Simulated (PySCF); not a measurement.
Molecule: malonic acid, C$_{3}$H$_{4}$O$_{4}$.

Atoms are numbered as in `[O:1]=[C:2]([OH:3])[CH2:4][C:5](=[O:6])[OH:7]`; H(Xn) means a hydrogen on atom n.

Spin–spin couplings on one PBE0-D3(BJ)/def2-SVP geometry, PySCF 2.14.0 with density-fitted response routines, gas phase, non-relativistic, equivalent pairs averaged (without the spin–dipole term); isotopes 13C, 1H; basis pcJ-1.

Reference values (Hz): 1J(C4,H(C4)) = 132.0 (measured; liquid or solution (compiled); San Fabian, Garcia de la Vega, Suardiaz et al., Magn. Reson. Chem. 2013, 51, 775 (SI)).

How do the couplings (Hz) change with the functional? Times are CPU seconds on 1 thread of an Arm Neoverse V2, shared host.

Answers


| functional | functions | 1J(C4,H(C4)) | abs. error | core-s |
| --- | --- | --- | --- | --- |
| HF | 229 | 166.6 | 34.6 | 13 |
| LDA | 229 | 103.1 | 28.9 | 14 |
| PBE | 229 | 123.8 | 8.2 | 19 |
| KT2 | 229 | 130.3 | 1.7 | 19 |
| B3LYP | 229 | 136.4 | 4.4 | 23 |
| PBE0 | 229 | 128.6 | 3.4 | 18 |
| B97-2 | 229 | 122.0 | 10.0 | 17 |

Errors compare magnitudes, without vibrational corrections. Closest: KT2; furthest: HF.
